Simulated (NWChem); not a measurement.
System: BeH cation; SMILES [BeH+]

NWChem input:

```
start job
memory heap 200 mb stack 900 mb global 1100 mb
charge 1
geometry units angstroms noautoz
  Be     0.000000     0.000000     0.251857
  H      0.000000     0.000000    -1.090495
end
basis spherical
  Be library def2-tzvp
  H library def2-tzvp
end
dft
  xc b3lyp
  iterations 150
  mulliken
end
task dft energy
```

All runs use the structure optimised with PBE-D3(BJ)/def2-SVP. B3LYP is NWChem's, with the RPA form of VWN correlation.

Question: Give the results of this calculation. (B3LYP/def2-TZVP.) Quantities: energy (Ha); highest occupied level (eV); orbital gap (eV).

Answer: 
```
Item                          Value
---------------------------  ------
energy (Ha)                  -14.95
highest occupied level (eV)  -16.92
orbital gap (eV)               5.82
```
